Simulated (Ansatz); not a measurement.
## The standard entropy of SO2 (sulfur dioxide) from a frequency calculation

A singlet with charge 0, relaxed at PBE0-D4/def2-TZVP (Ansatz 0.2.0):

```xyz
3

O    -0.9744    0.6459   -0.4595
S     0.2695    0.3574    0.1868
O     0.7049   -1.0033    0.2727
```

Harmonic wavenumbers in cm⁻¹: 532, 1217, 1420.

Masses in u: O 15.999, S 32.06. Take T = 298.15 K, p = 1 bar, R = 8.3145 J/(mol K), kT/hc = 207.22 cm⁻¹, rigid rotor and harmonic oscillator.

**Question.** Work out S° at 298 K.

**Answer.** 
1. Translation (Sackur–Tetrode): S = R[3/2 ln M + 5/2 ln T − 1.1517] with M = 64.058 gives 160.7 J/(mol K).
2. Rotation: principal moments 8.477, 48.605, 57.082 u Å² give A, B, C = 1.9886, 0.3468, 0.2953 cm⁻¹; the symmetry number is σ = 2; q = (√π/σ)√((kT/hc)³/ABC) = 5858; S = R(ln q + 3/2) = 84.6.
3. Vibration: with u = ν̃/207.22, each mode gives R[u/(eᵘ − 1) − ln(1 − e⁻ᵘ)]; the sum is 2.7, most from 532 cm⁻¹ (2.4), 1217 cm⁻¹ (0.2), 1420 cm⁻¹ (0.1).
4. Electronic: R ln 1 = 0.0, from the spin multiplicity alone.
5. Sum: 160.7 + 84.6 + 2.7 + 0.0 = 248.0 J/(mol K).

The tabulated value is 248.2 J/(mol K) (CRC Handbook of Chemistry and Physics): the model is off by -0.2.
